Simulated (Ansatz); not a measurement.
This geometry of CH2Cl2 + H (6 atoms, charge 0, multiplicity 2) is a first-order saddle point.

These are results of UKS PBE/6-31G* (Ansatz 0.2.0), not measurements.

```xyz
6
Properties=species:S:1:pos:R:3
H 0.242 0.853 -0.240
C -0.085 -0.310 0.203
Cl 1.118 -1.459 -0.382
Cl -1.742 -0.628 -0.313
H 0.503 1.776 -0.566
H -0.036 -0.231 1.297
```

(1) Which two structures does it join? (They come from a converged band through this point; their orientation in space is the band's.)

(2) How far does it lie above each of them?

Results:

(1) Bonds broken: H1–C2. Bonds formed: H1–H5. CH2Cl2 + H becomes CHCl2 + H2.

First end point:

```xyz
6
Properties=species:S:1:pos:R:3
H 0.160 0.553 -0.046
C -0.124 -0.451 0.296
Cl 1.082 -1.614 -0.337
Cl -1.792 -0.778 -0.267
H 0.790 2.808 -1.037
H -0.117 -0.518 1.391
```

Last end point:

```xyz
6
Properties=species:S:1:pos:R:3
H 0.492 1.737 -0.522
C -0.231 -0.826 0.366
Cl 1.011 -1.823 -0.282
Cl -1.841 -0.993 -0.213
H 0.686 2.425 -0.756
H -0.117 -0.520 1.408
```

(2) 19.6 kJ/mol above the first and 43.6 kJ/mol above the second. This is the barrier of this one path; another mechanism may lie lower.

Run time: 34 s on 2 threads of AMD EPYC 9R14 (Zen 4), with other jobs on the host, peak memory 0.14 GiB.
